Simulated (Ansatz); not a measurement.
# C4H4F2: one species, many methods

The task here is to estimate one member of a computed series from the others.

Program: Ansatz 0.2.0, Gaussian basis. Level of theory: functionals in def2-TZVPP, the program's frozen cores in correlated methods. These are calculated values, not measurements.

Plan: LDA (SPW92), PBE-D4, revPBE-D4, BLYP-D4, r2SCAN-D4, B97M-V, PBE0-D4, B3LYP-D4, r2SCANh-D4, r2SCAN0-D4, HSE06-D4, BHLYP-D4, CAM-B3LYP-D4, LC-ωPBE, ωB97X-V, ωB97M-V, B2PLYP, PBE-QIDH; CCSD(T)/def2-SVP; CCSD(T)/def2-TZVPP; MP2/def2-QZVPP; extrapolation to the limit; RPA on PBE.

### The relaxed structure

An earlier PBE0-D4 in a triple-zeta def2 set relaxation fixed the geometry.

SMILES `F[C@@H]1C=C[C@H]1F`, 10 atoms, charge 0, spin multiplicity 1.

Atoms are counted from 1 here; the program's logs count them from 0.

Bond lengths: F1–C2 1.374 Å, C2–C3 1.501 Å, C2–C5 1.549 Å, C2–H7 1.093 Å, C3–C4 1.335 Å, C3–H8 1.082 Å, C4–C5 1.501 Å, C4–H9 1.082 Å, C5–F6 1.374 Å, C5–H10 1.093 Å. Angles: F1–C2–C3 117.0°, F1–C2–C5 116.4°, F1–C2–H7 108.3°, C3–C2–C5 85.7°, C3–C2–H7 115.7°, C5–C2–H7 112.6°, C2–C3–C4 93.8°, C2–C3–H8 131.8°, C4–C3–H8 134.3°, C3–C4–C5 93.8°, C3–C4–H9 134.3°, C5–C4–H9 131.8°, C2–C5–C4 85.7°, C2–C5–F6 116.4°, C2–C5–H10 112.6°, C4–C5–F6 117.0°, C4–C5–H10 115.7°, F6–C5–H10 108.3°.

Set-up of the first run:

Input file in.yaml:

```yaml
crystal:
  periodic: [false, false, false]
  atoms:
    - {symbol: F, position_ang: [-0.887891, -0.219687, 1.893252]}
    - {symbol: C, position_ang: [-0.772902, -0.087098, 0.530035]}
    - {symbol: C, position_ang: [0.002364, -1.148117, -0.194609]}
    - {symbol: C, position_ang: [0.836172, -0.275583, -0.765188]}
    - {symbol: C, position_ang: [0.316358, 0.890543, 0.023388]}
    - {symbol: F, position_ang: [-0.124709, 1.979361, -0.690128]}
    - {symbol: H, position_ang: [-1.761800, 0.138297, 0.123003]}
    - {symbol: H, position_ang: [-0.106349, -2.224420, -0.229906]}
    - {symbol: H, position_ang: [1.615023, -0.351717, -1.512910]}
    - {symbol: H, position_ang: [0.966731, 1.247320, 0.825960]}
basis:
  gaussian: {orbitals: def2-TZVPP}
hamiltonian: {xc: lda}
output: {orbitals: {seedname: orbitals}}
```

Launch:

```
ansatz run in.yaml --threads 4 --pin off --events-out ev --progress --plain --max-ram 10444MiB
```

Steps of the session up to this table: LDA; PBE-D4 (GGA); revPBE-D4 (GGA); BLYP-D4 (GGA); r2SCAN-D4 (meta-GGA); B97M-V (meta-GGA); PBE0-D4 (hybrid); B3LYP-D4 (hybrid); r2SCANh-D4 (hybrid); r2SCAN0-D4 (hybrid); HSE06-D4 (hybrid); BHLYP-D4 (hybrid); CAM-B3LYP-D4 (range-separated); LC-ωPBE (range-separated); ωB97X-V (range-separated); ωB97M-V (range-separated); B2PLYP (double hybrid); PBE-QIDH (double hybrid).

One of the session's tables, all rows but one given; the rest of the session is left out.

It belongs to the step «Orbital energies across the functionals». 

| functional | HOMO (eV) | gap (eV) |
| --- | --- | --- |
| LDA (SPW92) | -7.49 | 5.48 |
| PBE-D4 | -7.30 | 5.56 |
| revPBE-D4 | -7.22 | 5.59 |
| BLYP-D4 | -7.14 | 5.52 |
| r2SCAN-D4 | -7.52 | 6.01 |
| B97M-V | -7.52 | 6.07 |
| PBE0-D4 | -8.47 | 7.78 |
| B3LYP-D4 | -8.24 | 7.29 |
| r2SCANh-D4 | -7.96 | 6.83 |
| r2SCAN0-D4 | -8.62 | 8.06 |
| HSE06-D4 | -8.06 | 6.99 |
| BHLYP-D4 | -9.47 | 9.89 |
| CAM-B3LYP-D4 | -9.82 | 10.26 |
| LC-ωPBE | -11.23 | 12.91 |
| ωB97X-V | ? | ? |
| ωB97M-V | -10.71 | 12.17 |

**Question.** Estimate the row for ωB97X-V.

**Answer.** HOMO (eV): -10.81; gap (eV): 12.40. In the column «HOMO (eV)» it lies between LC-ωPBE (-11.23) and ωB97M-V (-10.71).
